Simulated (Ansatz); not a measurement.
Computed with Ansatz.

A structure relaxed at PBE0-D4/def2-TZVP, charge 0, multiplicity 1:

Cartesian coordinates in Å:
```
Si 0.7114 -1.1615 0.7590
Al -0.1960 0.5317 -0.7568
S -1.6370 1.9374 0.0930
H 0.1103 -1.0700 2.1181
H 2.1880 -1.0065 0.8982
H 0.4593 -2.5343 0.2349
H 0.1754 0.6926 -2.2893
H -1.8113 2.6107 -1.0573
```

Question: Give its formula and SMILES.

Answer: AlH5SSi, `[SiH3][AlH][SH]`.

Question: Point group (tolerance 0.08 Å, 0.16 Å for H)?

Answer: Cs.

Question: Summarise the bond lengths by kind.

Answer: 1 × Al–Si 2.447 Å; 3 × H–Si 1.489 to 1.491 Å; 1 × Al–S 2.185 Å; 1 × Al–H 1.585 Å; 1 × H–S 1.344 Å.
